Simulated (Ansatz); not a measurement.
**SiH₂O: single points off equilibrium**

An exercise on one series of results from a longer session: the logs are not shown, and one member is left open.

The runs use Ansatz 0.2.0, Gaussian basis; single points in def2-TZVPP.

Cores are frozen in the correlated methods.

## Where the work starts

SMILES `O[SiH]`, 4 atoms, charge 0, spin multiplicity 1.

Atoms are counted from 1 here; the program's logs count them from 0.

Bond lengths: O1–Si2 1.636 Å, O1–H3 0.917 Å, Si2–H4 1.407 Å. Angles: Si2–O1–H3 118.1°, O1–Si2–H4 90.3°.

Coordinates:

```mol
H2OSi
  3D, bonds by distance, orders not assigned

  4  3  0  0  0  0  0  0  0  0999 V2000
    0.0435   -0.7061    0.2011 O   0  0
    0.2331    0.8975   -0.0641 Si  0  0
    0.5761   -1.1060    0.8307 H   0  0
   -0.9702    0.9265   -0.7920 H   0  0
  1  2  8  0
  1  3  8  0
  2  4  8  0
M  END
```

The first run:

File run/in.yaml:

```yaml
crystal:
  periodic: [false, false, false]
  atoms:
    - {symbol: O, position_ang: [0.043500, -0.706100, 0.201100]}
    - {symbol: Si, position_ang: [0.233100, 0.897500, -0.064100]}
    - {symbol: H, position_ang: [0.576100, -1.106000, 0.830700]}
    - {symbol: H, position_ang: [-0.970200, 0.926500, -0.792000]}
basis:
  gaussian: {orbitals: def2-TZVPP}
correlation: {method: ccsd_t}
output: {forces: true}
```

Launch:

```sh
ansatz run in.yaml --threads 4 --pin off --events-out ev --progress --plain --max-ram 5222MiB
```

Among the steps run: CCSD(T)/def2-TZVPP; PBE0-D4/def2-TZVPP; wB97M-V/def2-TZVPP; r2SCAN-D4/def2-TZVPP; PBE-D4/def2-TZVPP; BHLYP-D4/def2-TZVPP; CAM-B3LYP-D4/def2-TZVPP.

One table of the session follows, with a row left open; its other results are not shown here.

| method | RMS force component (eV/Å) | angle to CCSD(T) forces (°) | dipole (D) |
| --- | --- | --- | --- |
| CCSD(T) | 1.305 | reference | 1.03 |
| PBE0-D4 | ? | ? | ? |
| wB97M-V | 1.302 | 1.9 | 1.06 |
| r2SCAN-D4 | 1.361 | 2.3 | 1.07 |
| PBE-D4 | 1.563 | 5.0 | 1.08 |
| BHLYP-D4 | 1.101 | 10.9 | 1.00 |
| CAM-B3LYP-D4 | 1.288 | 5.4 | 1.02 |

Q: Estimate the row for PBE0-D4 from the others.

As computed: RMS force component (eV/Å): 1.331; angle to CCSD(T) forces (°): 4.0; dipole (D): 1.02. In the column «RMS force component (eV/Å)» it lies between CCSD(T) (1.305) and r2SCAN-D4 (1.361).

To keep in mind: CCSD(T) in triple zeta still lacks some correlation energy of the bonds, so part of these gaps is its own basis error and they don't rank the functionals.
